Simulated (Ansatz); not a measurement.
Frontier orbitals of C₂H₅FS₂ (`FCSCS`).

Z-matrix (Å, degrees):
```
C
S 1 1.778
F 1 1.379 2 112.7
H 1 1.092 2 106.8 3 119.5
H 1 1.093 2 109.6 3 -120.4
C 2 1.805 1 99.9 3 72.3
S 6 1.805 2 116.8 1 62.5
H 6 1.090 2 105.8 1 -173.8
H 6 1.091 2 109.7 1 -57.7
H 7 1.343 6 96.4 2 60.8
```

Charge 0, multiplicity 1. Geometry: relaxed with PBE0-D4/def2-TZVP. It is one conformer, not always the lowest. Basis def2-TZVPP, Ansatz 0.2.0.

| functional | HOMO (eV) | LUMO (eV) |
| --- | --- | --- |
| LDA (SPW92) | -5.94 | -1.26 |

Task: Give HOMO and LUMO (eV) with PBE, revPBE, BLYP, r2SCAN, B97M-V, PBE0, B3LYP, r2SCANh, r2SCAN0, HSE06 (plane-wave form), BHLYP, CAM-B3LYP, LC-ωPBE, ωB97X-V, ωB97M-V, HF. (Estimate.)

Result: Ansatz gave: 
| functional | HOMO | LUMO |
| --- | --- | --- |
| PBE | -5.80 | -1.08 |
| revPBE | -5.74 | -0.99 |
| BLYP | -5.64 | -0.98 |
| r2SCAN | -6.05 | -0.82 |
| B97M-V | -6.14 | -0.86 |
| PBE0 | -7.01 | -0.11 |
| B3LYP | -6.78 | -0.38 |
| r2SCANh | -6.50 | -0.46 |
| r2SCAN0 | -7.18 | 0.05 |
| HSE06 (plane-wave form) | -6.61 | -0.50 |
| BHLYP | -8.11 | 0.84 |
| CAM-B3LYP | -8.35 | 0.95 |
| LC-ωPBE | -9.74 | 2.21 |
| ωB97X-V | -9.37 | 2.03 |
| ωB97M-V | -9.20 | 1.81 |
| HF | -9.82 | 3.22 |

B3LYP here is the variant with VWN-RPA as its local correlation; programs differ in this. LC-ωPBE has ω = 0.4 bohr⁻¹. Positive LUMOs are unbound and depend on the basis.
